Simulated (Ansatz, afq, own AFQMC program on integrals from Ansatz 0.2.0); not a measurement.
**Where AFQMC and coupled cluster stand for BH₂⁺, singlet**

```xyz
3

B    -0.0672    0.0000    0.0000
H     0.3602    0.0000   -1.0990
H     0.3602    0.0000    1.0990
```

Basis cc-pVDZ. Only valence electrons are correlated. Ansatz 0.2.0 and our own AFQMC program on the same integrals; the CISD trial comes from CCSD amplitudes, and released means the phaseless constraint is let go. ± is one standard error of the sampling.

Determinant: RHF, the one that the program's search chose, which needn't be the lowest solution. The geometry is a point of a scan.

Full CI on the same integrals is exact in this basis and with this determinant's frozen core.

```
T1 diagnostic                               : 0.0084
weight of the determinant in the CISD state : 0.958
size of the correlated space                : 4 electrons in 23 orbitals
```

```csv
level,correlation energy (eV)
MP2,-1.5294
CCSD,-2.0320
CCSD(T),-2.0508
```

Estimate where AFQMC with the constraint released lies against CCSD(T) on the same integrals.

0.8 ± 0.04 kJ/mol below CCSD(T).

Reference: full CI, correlation energy -2.058 eV. The released energy is read at 2.40 1/Eh (meV from the phaseless value at times in 1/Eh: -0.1 ± 0.6 at 0.24, -0.5 ± 0.4 at 0.51, -0.2 ± 0.4 at 0.99, -0.5 ± 0.4 at 1.62, -1.7 ± 0.4 at 2.40).

```json
{"level": "CCSD(T)", "E − E(reference) (kJ/mol)": "0.7", "share of correlation (%)": "99.65"}
{"level": "CCSDT", "E − E(reference) (kJ/mol)": "0.0", "share of correlation (%)": "99.98"}
{"level": "CCSDT(Q)", "E − E(reference) (kJ/mol)": "0.0", "share of correlation (%)": "99.99"}
{"level": "ph-AFQMC/CISD", "E − E(reference) (kJ/mol)": "0.1 ± 0.06", "share of correlation (%)": "99.96"}
{"level": "released AFQMC", "E − E(reference) (kJ/mol)": "-0.1 ± 0.04", "share of correlation (%)": "100.05"}
```

CCSDT and higher add their correlation energy to the determinant of the CCSD(T) run, since their own runs factorise the integrals more tightly (a shift of under 2 meV). A walk keeps the symmetry of its determinant, which the program's search chose and which needn't be the lowest solution, so a lower state of the same spin and another symmetry isn't excluded. Released energies are given only where the last usable release times agree within the noise; a slower fall can still hide under it.
